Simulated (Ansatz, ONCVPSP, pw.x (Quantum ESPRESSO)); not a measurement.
Ba (bcc): variants of one ONCV potential in the solid

* Element: barium (Ba)
* Generator: ONCVPSP 4.0.1.1 (patched build)
* Type: optimised norm-conserving Vanderbilt (ONCV)
* Functional: PBE
* Relativity: scalar-relativistic
* Frozen core: [Kr] 4d10 5s2
* Valence charge: 8
* Reference configuration: 5p6 6s2
* Partial waves: 6s: rc 3.55 bohr, ncon 4, nbas 8, qcut 1.6 1/bohr, 2 projectors, debl 1.3 Ha; 5p: rc 2.80 bohr, ncon 4, nbas 7, qcut 5.6 1/bohr, 2 projectors, debl 2 Ha; d scattering state at 0.29 Ha: rc 3.05 bohr, ncon 4, nbas 8, qcut 3.4 1/bohr, 2 projectors, debl 1.4 Ha
* Local potential: polynomial inside 2.25 bohr (lpopt 3, dvloc0 2 Ha)
* Core correction: none

In the d channel the program set the typed energies aside and used 0.050, 1.450 Ha.

Crystal test: bcc Ba in pw.x 7.5, no spin, 9³ k-points, Fermi–Dirac smearing 0.01 Ry, cutoffs set for each file from its atomic test. The reference is all-electron LAPW (Ansatz 0.2.0) with the same functional, mesh and smearing; V0 and B0 come from Birch–Murnaghan fits to the pressures at five volumes. Errors are pseudo minus all-electron; Δ is the rms difference of the E(V) curves that follow from these fits, minima aligned, over ±6 % about the mean V0. Mesh and smearing are coarse, so the numbers serve the comparison and aren't converged zero-temperature values; the lattice is a test structure that the element need not adopt.

All-electron: a0 = 5.031 Å (V0 = 63.67 Å³/atom), B0 = 8.4 GPa.

Base: The generator flags a localised state at positive energy (s at 27 eV).

1 further variants are left out: they gave no file fit for a test, a broken result, the same result as the base, or pressures whose basis-set error rivals the error shown.

| change | cutoffs (Ry) | pw.x | a0 (Å) | a0 error (%) | B0 error (%) | Δ (meV/atom) | mean pressure error (GPa) |
| --- | --- | --- | --- | --- | --- | --- | --- |
| base | 35/140 | converged; energies reset by the program | 5.041 | +0.20 | +1.2 | 0.7 | +0.05 |
| d: debl 0.2 | 35/140 | converged; energies reset by the program | 5.041 | +0.20 | +1.2 | 0.7 | +0.05 |
| d: debl 0.45 | 35/140 | converged; energies reset by the program | 5.041 | +0.20 | +1.0 | 0.7 | +0.05 |
| d: debl 1.75 | 35/140 | converged; energies reset by the program | 5.041 | +0.20 | +1.0 | 0.7 | +0.05 |
| d: debl 3.7 | 35/140 | converged; energies reset by the program | 5.046 | +0.30 | +1.1 | 1.1 | +0.08 |
